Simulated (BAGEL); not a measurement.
# B3LYP/cc-pVDZ (density fitting with cc-pvqz-jkfit) run of C2ClF3 (SMILES FC(F)=C(F)Cl)

What is the energy change on altering one bond length of C2ClF3 at B3LYP/cc-pVDZ (density fitting with cc-pvqz-jkfit)? 

The results are computed with BAGEL 1.2.2.

1 further run of the same task is left out (set aside as unsound or not needed).

## 1. The molecule

C2ClF3 has 6 atoms, charge 0, and is taken as a singlet. As SMILES, `FC(F)=C(F)Cl`. The coordinates come from a PBE0-D4/def2-TZVP relaxation.

Bond lengths: F1–C2 1.308 Å, C2–F3 1.307 Å, C2–C4 1.324 Å, C4–F5 1.324 Å, C4–Cl6 1.693 Å. Angles: F1–C2–F3 112.6°, F1–C2–C4 123.3°, F3–C2–C4 124.1°, C2–C4–F5 120.3°, C2–C4–Cl6 123.9°, F5–C4–Cl6 115.8°.

## 2. The energy at B3LYP/cc-pVDZ (density fitting with cc-pvqz-jkfit)

The input, job.json:

```json
{ "bagel" : [

{
  "title" : "molecule",
  "basis" : "cc-pvdz.json",
  "df_basis" : "cc-pvqz-jkfit",
  "angstrom" : "true",
  "geometry" : [
    { "atom" : "F", "xyz" : [    0.754980,   -1.638860,    0.121480 ] },
    { "atom" : "C", "xyz" : [   -0.084770,   -0.642210,    0.238150 ] },
    { "atom" : "F", "xyz" : [   -1.171340,   -0.974840,    0.883330 ] },
    { "atom" : "C", "xyz" : [    0.149100,    0.567290,   -0.247440 ] },
    { "atom" : "F", "xyz" : [    1.278540,    0.821980,   -0.890380 ] },
    { "atom" : "Cl", "xyz" : [   -0.926530,    1.866650,   -0.105120 ] }
  ]
},
{ "title" : "ks", "xc_func" : "b3lyp" },
{ "title" : "print", "file" : "orbitals.molden", "orbitals" : "true" }

]}
```

The basis set cc-pVDZ is read from a file made from the Basis Set Exchange's data (not shown).

Command:

```bash
$ BAGEL_NUM_THREADS=1 BAGEL job.json > job.out
```

What it wrote:

```text
* using 1 threads per process

  ===============================================================
  ===============================================================

  *** Geometry ***

  { "atom" : "F", "xyz" : [      1.426705,     -3.096997,      0.229564 ] },
  { "atom" : "C", "xyz" : [     -0.160192,     -1.213601,      0.450038 ] },
  { "atom" : "F", "xyz" : [     -2.213512,     -1.842181,      1.669252 ] },
  { "atom" : "C", "xyz" : [      0.281758,      1.072023,     -0.467594 ] },
  { "atom" : "F", "xyz" : [      2.416090,      1.553317,     -1.682574 ] },
  { "atom" : "Cl", "xyz" : [     -1.750888,      3.527457,     -0.198648 ] },

  Number of auxiliary basis functions:      678

  Since a DF basis is specified, we compute 2- and 3-index integrals:
    o Being stored without compression. Storage requirement is 0.042 GB

  Number of basis functions:       88
  Number of electrons      :       56

    * METHOD: MOLECULE                             0.81

  *** Kohn-Sham DFT ***

    * Removing 11101 points whose weight is below 1.00e-10
    * Grid points: 78335

  === Nuclear Repulsion ===
   295.7452762876

       - DIIS with orbital gradients will be used.

  === KS iteration (b3lyp / cc-pvdz.json) ===
      0       -808.39201822          0.11994190           0.59
      1       -797.72666854          0.15257344           0.56
      2       -705.08243284          0.20806637           0.56
      3       -820.80565302          0.11400426           0.56
      4       -834.72288414          0.03833161           0.56
      5       -834.25481415          0.05049461           0.56
      6       -835.90350652          0.00303458           0.56
      7       -835.90604646          0.00246874           0.56
      8       -835.91094730          0.00057714           0.55
      9       -835.91117428          0.00014814           0.56
     10       -835.91118964          0.00005586           0.55
     11       -835.91119164          0.00003133           0.56
     12       -835.91119265          0.00000527           0.56
     13       -835.91119267          0.00000222           0.56
     14       -835.91119267          0.00000087           0.56
     15       -835.91119267          0.00000017           0.56
     16       -835.91119267          0.00000007           0.55
     17       -835.91119267          0.00000002           0.56
     18       -835.91119267          0.00000001           0.55
    * SCF iteration converged.

    * Permanent dipole moment:
           (    0.120022,    -0.008160,    -0.057593) a.u.

    * METHOD: KS                                  11.28

    * METHOD: PRINT                                0.05

  ===============================================================
```

Run time: 12 s. Hardware: 1 thread of Arm Neoverse N1, shared host; peak memory 0.38 GiB.

## 3. The distorted shape, same level

The input, job.json:

```json
{ "bagel" : [

{
  "title" : "molecule",
  "basis" : "cc-pvdz.json",
  "df_basis" : "cc-pvqz-jkfit",
  "angstrom" : true,
  "geometry" : [
    { "atom" : "F", "xyz" : [       0.585555,      -1.677065,       0.217926 ] },
    { "atom" : "C", "xyz" : [      -0.254195,      -0.680415,       0.334596 ] },
    { "atom" : "F", "xyz" : [      -1.340765,      -1.013045,       0.979776 ] },
    { "atom" : "C", "xyz" : [      -0.020325,       0.529085,      -0.150994 ] },
    { "atom" : "F", "xyz" : [       1.278540,       0.821980,      -0.890380 ] },
    { "atom" : "Cl", "xyz" : [      -1.095955,       1.828445,      -0.008674 ] }
  ]
},

{
  "title" : "ks",
  "xc_func" : "b3lyp"
},

{
  "title" : "print",
  "file" : "orbitals.molden",
  "orbitals" : true
}

]}
```

The basis set cc-pVDZ is read from a file made from the Basis Set Exchange's data (not shown).

Command:

```bash
$ BAGEL_NUM_THREADS=1 BAGEL job.json > job.out
```

What it wrote:

```text
* using 1 threads per process

  ===============================================================
  ===============================================================

  *** Geometry ***

  { "atom" : "F", "xyz" : [      1.106539,     -3.169194,      0.411820 ] },
  { "atom" : "C", "xyz" : [     -0.480359,     -1.285798,      0.632295 ] },
  { "atom" : "F", "xyz" : [     -2.533679,     -1.914378,      1.851508 ] },
  { "atom" : "C", "xyz" : [     -0.038409,      0.999826,     -0.285337 ] },
  { "atom" : "F", "xyz" : [      2.416090,      1.553317,     -1.682574 ] },
  { "atom" : "Cl", "xyz" : [     -2.071055,      3.455260,     -0.016391 ] },

  Number of auxiliary basis functions:      678

  Since a DF basis is specified, we compute 2- and 3-index integrals:
    o Being stored without compression. Storage requirement is 0.042 GB

  Number of basis functions:       88
  Number of electrons      :       56

    * METHOD: MOLECULE                             0.79

  *** Kohn-Sham DFT ***

    * Removing 10858 points whose weight is below 1.00e-10
    * Grid points: 78578

  === Nuclear Repulsion ===
   288.9504523442

       - DIIS with orbital gradients will be used.

  === KS iteration (b3lyp / cc-pvdz.json) ===
      0       -808.42487442          0.11854366           0.59
      1       -807.91539975          0.14365870           0.55
      2       -751.48149359          0.22094620           0.55
      3       -829.15075612          0.07359068           0.55
      4       -827.67321806          0.11089395           0.55
      5       -835.31092350          0.02835300           0.55
      6       -835.41703109          0.02619705           0.55
      7       -835.86510144          0.00576757           0.55
      8       -835.88231436          0.00373293           0.55
      9       -835.89234002          0.00120507           0.55
     10       -835.89354991          0.00045103           0.55
     11       -835.89373995          0.00009327           0.55
     12       -835.89374338          0.00006080           0.55
     13       -835.89374468          0.00004008           0.55
     14       -835.89374585          0.00001194           0.55
     15       -835.89374588          0.00000998           0.55
     16       -835.89374596          0.00000176           0.55
     17       -835.89374596          0.00000199           0.56
     18       -835.89374596          0.00000044           0.55
     19       -835.89374596          0.00000020           0.55
     20       -835.89374596          0.00000011           0.56
     21       -835.89374596          0.00000005           0.55
     22       -835.89374596          0.00000004           0.55
     23       -835.89374596          0.00000001           0.55
     24       -835.89374596          0.00000000           0.55
    * SCF iteration converged.

    * Permanent dipole moment:
           (    0.422313,     0.076285,    -0.234619) a.u.

    * METHOD: KS                                  14.54

    * METHOD: PRINT                                0.04

  ===============================================================
```

It took 16 s on 1 thread of Arm Neoverse N1, shared host; peak memory 0.38 GiB.

## 4. Results

At B3LYP/cc-pVDZ (density fitting with cc-pvqz-jkfit):

| quantity | value |
| --- | --- |
| first shape: total energy | -835.91119 Eh |
| first shape: dipole moment | 0.34 D |
| first shape: HOMO energy | -6.93 eV |
| first shape: LUMO energy | 0.35 eV |
| first shape: HOMO–LUMO gap | 7.28 eV |
| distorted shape: total energy | -835.89375 Eh |
| distorted shape: dipole moment | 1.24 D |
| distorted shape: HOMO energy | -7.33 eV |
| distorted shape: LUMO energy | -0.33 eV |
| distorted shape: HOMO–LUMO gap | 7.00 eV |
| energy change with the C4–F5 bond stretched from 1.324 to 1.523 Å | 0.475 eV |

What this shows: With the C4–F5 bond stretched from 1.324 to 1.523 Å the energy rises by 0.47 eV (45.8 kJ/mol). The first shape isn't relaxed at this level, so the change isn't measured from a minimum.
